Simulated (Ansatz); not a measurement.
Scan of H2Ge–N, quartet

Starting geometry (PBE0/def2-TZVP stationary point for this spin, not checked as a minimum):

```xyz
4

Ge   -0.0346    0.0000    0.2958
N     0.0724    0.0000   -1.6458
H     0.7424   -1.2582    0.7751
H     0.7424    1.2582    0.7751
```

From there N2 moves along the line of the two atoms named below, all else staying in place; atoms are numbered as listed. Energies are in eV, counted from the starting geometry at the same level.

Basis cc-pVDZ; Ansatz 0.2.0. Correlated methods freeze the noble-gas cores and the filled d shells of p-block atoms. R marks a restricted (for open shells ROHF) determinant, U an unrestricted one. No spin–orbit coupling is included, and no scalar relativity.

Unrestricted rows (U) aren't spin-pure: their determinants' ⟨S²⟩ exceeds S(S+1) by up to 0.44, so they mix in states of higher spin. Coupled cluster chose its determinant by trial CCSD, here up to 0.34 eV above the lowest Hartree–Fock solution of its kind, and MP2 stands on that determinant too.

Full CI isn't at hand for all of this; UCCSDT(Q) serves as the reference, and is uncertain by about the last step of the cluster series. The frozen core follows each run's orbitals, which can shift R against U totals by a few meV for light atoms and by up to 0.1 eV past Ca.

```json
{"distance Ge1-N2 (Å)": "1.531", "RMP2": "2.876"}
{"distance Ge1-N2 (Å)": "1.760", "RMP2": "0.438"}
{"distance Ge1-N2 (Å)": "1.945", "RMP2": "0.000"}
{"distance Ge1-N2 (Å)": "2.106", "RMP2": "0.096"}
{"distance Ge1-N2 (Å)": "2.431", "RMP2": "0.745"}
{"distance Ge1-N2 (Å)": "2.721", "RMP2": "1.055"}
{"distance Ge1-N2 (Å)": "3.064", "RMP2": "1.001"}
{"distance Ge1-N2 (Å)": "3.637", "RMP2": "0.965"}
{"distance Ge1-N2 (Å)": "4.302", "RMP2": "0.965"}
{"distance Ge1-N2 (Å)": "5.345", "RMP2": "0.972"}
{"distance Ge1-N2 (Å)": "6.500", "RMP2": "0.973"}
```

Problem. Estimate the UCCSDT(Q) curve in cc-pVDZ from this one, knowing how RMP2 errs.

Solution. The computed UCCSDT(Q) values, in eV from the starting point, and the error of RMP2 against them:
| distance Ge1-N2 (Å) | UCCSDT(Q) | RMP2 less UCCSDT(Q) |
| --- | --- | --- |
| 1.531 | 2.880 | -0.004 |
| 1.760 | 0.477 | -0.040 |
| 1.945 | 0.000 | 0.000 |
| 2.106 | 0.031 | 0.065 |
| 2.431 | 0.467 | 0.278 |
| 2.721 | 0.775 | 0.280 |
| 3.064 | 0.893 | 0.107 |
| 3.637 | 0.901 | 0.064 |
| 4.302 | 0.905 | 0.060 |
| 5.345 | 0.912 | 0.059 |
| 6.500 | 0.914 | 0.059 |

The error spans 0.320 eV and is largest, 0.280 eV, at 2.721 Å.
